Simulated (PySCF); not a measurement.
Gas-phase reaction: 2 CH3SiH3 + 2 Si2H5 → 3 Si2H6 + C2H4

Method: PySCF energies plus ideal-gas RRHO corrections (1 bar). † marks an energy on the PBE0/def2-TZVP geometry and frequencies; other levels use their own. CCSD(T) freezes the core. 6-31G* has spherical d functions here. Open shells (unrestricted): Si2H5 (multiplicity 2); the rest are closed-shell singlets. B3LYP is the form with VWN-RPA correlation. Si2H5: computed as isolated molecules; such fragments, hydroxides, amides, oligomers or adducts are transient or little studied in the gas. CCSD(T) isn't extrapolated to the basis-set limit; its ΔH°(298 K) is -122.9 kJ in def2-SVP and -123.0 kJ in def2-TZVPP. The harmonic model lacks anharmonicity and excited electronic states, which grow with temperature; levels with a mode under 35 cm⁻¹ are left out. Internal rotation in CH3SiH3, Si2H5, Si2H6 is treated as a harmonic vibration of one conformer, which makes the entropy rough.

ΔH° and ΔS° at 298 K: B3LYP/6-31G* -117 kJ, -55 J/K; BLYP/def2-TZVP† -128 kJ, -54 J/K; CCSD(T)/def2-TZVPP† -123 kJ, -54 J/K; HF/6-31G* -62 kJ, -56 J/K; M06-2X/def2-TZVP† -104 kJ, -54 J/K.

Problem. With the heat capacities included, give log10 K (1 bar) at 500, 600, 1600, 1800, 2500 K from B3LYP/6-31G*, BLYP/def2-TZVP†, CCSD(T)/def2-TZVPP†, HF/6-31G*, M06-2X/def2-TZVP†.

Solution. 
```
T (K)  B3LYP/6-31G*  BLYP/def2-TZVP†  CCSD(T)/def2-TZVPP†  HF/6-31G*  M06-2X/def2-TZVP†
-----  ------------  ---------------  -------------------  ---------  -----------------
500             9.3             10.6                 10.0        3.6                8.1
600             7.3              8.3                  7.9        2.5                6.2
1600            1.0              1.4                  1.3       -0.9                0.6
1800            0.6              1.0                  0.8       -1.1                0.3
2500           -0.3              0.0                 -0.1       -1.5               -0.5
```
